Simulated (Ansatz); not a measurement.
Energy from the minimum to the longest scanned distance (2.9 to 4 times the starting length) of diatomic hydrides, at UKS-PBE and at FCI.

Values in kJ/mol, from Ansatz (a first-principles code). Where two bases are given, the first is that of UKS-PBE. Full CI is exact in its basis, with frozen cores. Scans on which UKS-PBE failed, held another spin at the minimum or broke off are missing, so the means are lower bounds.

| system | basis | UKS-PBE | FCI | UKS-PBE − FCI |
|---|---|---|---|---|
| HBe doublet | def2-SVP | 232 | 184 | 48 |
| CH cation singlet | cc-pVTZ | 310 | 403 | -93 |
| HMg doublet | cc-pVTZ | 135 | 133 | 2 |
| HBe cation singlet | cc-pVTZ | 271 | 300 | -29 |
| HBe cation singlet | aug-cc-pVQZ | 273 | 305 | -32 |
| HAl singlet | aug-cc-pVTZ | 288 | 303 | -14 |
| HMg doublet | aug-cc-pVDZ | 132 | 125 | 7 |
| HAl singlet | aug-cc-pVQZ | 289 | 306 | -17 |
| HBr singlet | def2-SVP | 387 | 365 | 21 |
| HLi singlet | cc-pVQZ | 224 | 240 | -15 |
| HBe cation singlet | cc-pVDZ | 266 | 287 | -21 |
| HN triplet | cc-pVTZ | 366 | 332 | 35 |
| HAs triplet | cc-pVTZ | 284 | 269 | 16 |

The mean error against full CI is -7 kJ/mol (median -14) and the mean absolute one 27 kJ/mol (median 21); UKS-PBE lies above in 6 and below in 7 of 13 cases. It is closest for HMg doublet (2), HMg doublet (7), HAl singlet (-14) and furthest off for CH cation singlet (-93), HBe doublet (48), HN triplet (35).
